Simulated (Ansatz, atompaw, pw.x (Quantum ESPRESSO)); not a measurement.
**Equation-of-state test of one PAW (atompaw) potential (F (Z = 9))**

```
Element                 : F (Z = 9)
Generator               : atompaw 4.2.0.5
Type                    : PAW
Functional              : PBEsol
Relativity              : scalar-relativistic
Frozen core             : [He]
Valence charge          : 7
Reference configuration : 2s1 2p6
Partial waves           : 2s (bound): rc 0.84 bohr; 2s channel at -0.45 Ry: rc 0.84 bohr; 2p (bound): rc 1.96 bohr; 2p channel at 0.4 Ry: rc 1.96 bohr
Local potential         : troulliermartins scheme with l = 2 at 0 Ry, radius 1.56 bohr
Core correction         : smooth core density matched at 1.44 bohr
Augmentation charge     : sinc compensation charge, radius 1.56 bohr; PAW radius 1.96 bohr; waves and projectors: custom rrkj gramschmidtortho
```

Atomic tests: cutoffs needed: 21 Ry and 35 Ry (the cutoffs (Ry, on a coarse ladder) from which the occupation-weighted sum of valence levels, in a spherical-Bessel basis at the reference potential, stays within 10 and 1 mRy of its value at 400 Ry); ghost test: no extra level below or beside the all-electron valence levels (s, p, d, f tested) (spherical-Bessel basis up to 400 Ry, 20 bohr box); lowest eigenvalue of the overlap operator: 0.17 (p channel).

Crystal test: bcc F in pw.x 7.5, no spin, 17³ k-points, Fermi–Dirac smearing 0.01 Ry, cutoffs 45/450 Ry. The reference is all-electron LAPW (Ansatz 0.2.0) with the same functional, mesh and smearing; V0 and B0 come from Birch–Murnaghan fits to the pressures at five volumes. Errors are pseudo minus all-electron; Δ is the rms difference of the E(V) curves that follow from these fits, minima aligned, over ±6 % about the mean V0. Mesh and smearing are coarse, so the numbers serve the comparison and aren't converged zero-temperature values; the lattice is a test structure that the element need not adopt.

| V (Å³/atom) | P all-electron (GPa) | P pseudo (GPa) |
| --- | --- | --- |
| 8.870 | 3.71 | 2.12 |
| 9.104 | 1.60 | 0.20 |
| 9.337 | -0.18 | -1.44 |
| 9.570 | -1.69 | -2.81 |
| 9.804 | -2.96 | -3.96 |

All-electron: a0 = 2.651 Å (V0 = 9.31 Å³/atom), B0 = 66.5 GPa.

Pseudopotential: mean pressure error (GPa): -1.27; a0 (Å): 2.633; a0 error (%): -0.66; B0 error (%): +2.2; Δ (meV/atom): 2.7. This is a poor potential for the solid.

Question: At the middle volume, how do free energy and pressure move when the wave cutoff is lowered (ecutrho held at 450 Ry)?

Answer:

| cutoff (Ry) | shift of F (meV/atom) | shift of P (GPa) |
| --- | --- | --- |
| 20 | +344.3 | -15.78 |
| 27 | +58.2 | -3.67 |
| 36 | +4.0 | -0.01 |

The run at the middle volume (165 k-points, 7 iterations) took about 7.2 s on one core of a shared host (Intel(R) Xeon(R) Platinum 8259CL CPU @ 2.50GHz, 96 threads, 755 GiB, load 60).
